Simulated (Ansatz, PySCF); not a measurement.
This PySCF input computes a SVWN5/def2-TZVPD energy:

```python
from pyscf import gto, scf, dft

mol = gto.M(
    atom='''
    C     1.22893590   -0.26528729   -0.08447538
    C    -0.06793587    0.15138831    0.51035141
    N    -1.18685885    0.17356122   -0.32737126
    H     1.58451835    0.43047252   -0.86144879
    H     2.00333855   -0.32675537    0.68054974
    H     1.15411148   -1.25146100   -0.55780425
    H    -0.08027742    0.88914559    1.30293866
    H    -2.06767242    0.33444452    0.13855511
    H    -1.25200667   -0.60738096   -0.96644782
    ''',
    basis='def2-tzvpd',
    charge=0,
    spin=1,
    verbose=4,
)

mf = dft.UKS(mol, xc='svwn').density_fit(auxbasis='def2-universal-jkfit')
mf.grids.level = 3
mf.conv_tol = 1e-9
mf.max_cycle = 100
mf.max_memory = 1500
mf.kernel()
if not mf.converged:
    mf = mf.newton()
    mf.kernel(mf.make_rdm1())
for _ in range(2):
    mo, _, stable, _ = mf.stability(return_status=True)
    if stable:
        break
    mf.kernel(mf.make_rdm1(mo, mf.mo_occ))
mf.analyze()
```

Task: Write an input for the same energy in Ansatz (an electronic-structure program) and say what it gives.

Result: 
Ansatz 0.2 input:
```yaml
crystal:
  periodic: [false, false, false]
  atoms:
    - {symbol: C, position_ang: [1.22893590, -0.26528729, -0.08447538]}
    - {symbol: C, position_ang: [-0.06793587, 0.15138831, 0.51035141]}
    - {symbol: N, position_ang: [-1.18685885, 0.17356122, -0.32737126]}
    - {symbol: H, position_ang: [1.58451835, 0.43047252, -0.86144879]}
    - {symbol: H, position_ang: [2.00333855, -0.32675537, 0.68054974]}
    - {symbol: H, position_ang: [1.15411148, -1.25146100, -0.55780425]}
    - {symbol: H, position_ang: [-0.08027742, 0.88914559, 1.30293866]}
    - {symbol: H, position_ang: [-2.06767242, 0.33444452, 0.13855511]}
    - {symbol: H, position_ang: [-1.25200667, -0.60738096, -0.96644782]}
basis:
  gaussian:
    orbitals: def2-TZVPD
hamiltonian:
  xc: {name: SVWN5}
magnetization: {spin_polarized: true, initial_magnetization: 1}
output: {forces: true}
```
It gives -133.36132 Eh, and PySCF -133.36141 Eh, a difference of 0.09 mEh, from the treatment of integrals and grids.

It need not be the lowest isomer of its formula.
